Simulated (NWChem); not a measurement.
methylamine (CH5N); SMILES CN

Results from NWChem. Pople sets run with spherical d functions. Level PBE/6-31G*: optimisations from one semi-empirical or force-field start; each run changes one setting, and all end within 0.3 mHa of each other.

```tsv
setting	optimisation steps
redundant internal coordinates, default thresholds	5
no line search	6
tight thresholds	8
loose thresholds	2
symmetry off	5
```
